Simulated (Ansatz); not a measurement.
Lithium, bcc: convergence with Gaussian smearing

Computed with Ansatz, LDA, scalar-relativistic PAW, on the relaxed cell (a = 3.363 Å; spin not included). Errors count from a run at 420 eV on a Γ-centred 22×22×22 mesh with Fermi-Dirac smearing of 0.1 eV, extrapolated to zero width. Fixed here: cutoff 420 eV, mesh 13×13×13. The SCF starts from atomic densities corrected by a trained network.

| width (eV) | E(σ→0) error (meV/atom) | F error (meV/atom) | P (GPa) | SCF iterations |
| --- | --- | --- | --- | --- |
| 0.01 | -1.0 | -1.0 | -0.03 | 6 |
| 0.03 | -1.1 | -1.2 | -0.04 | 6 |
| 0.1 | -1.2 | -2.3 | -0.04 | 6 |
| 0.3 | -0.9 | -11.2 | -0.01 | 6 |
| 0.6 | -0.6 | -43.0 | 0.08 | 6 |
| 1.0 | -5.3 | -116.0 | 0.27 | 6 |

Q: What does the run at 0.2 give (width)?

A: E(σ→0) error (meV/atom): -1.0; F error (meV/atom): -5.5; P (GPa): -0.03; SCF iterations: 6.
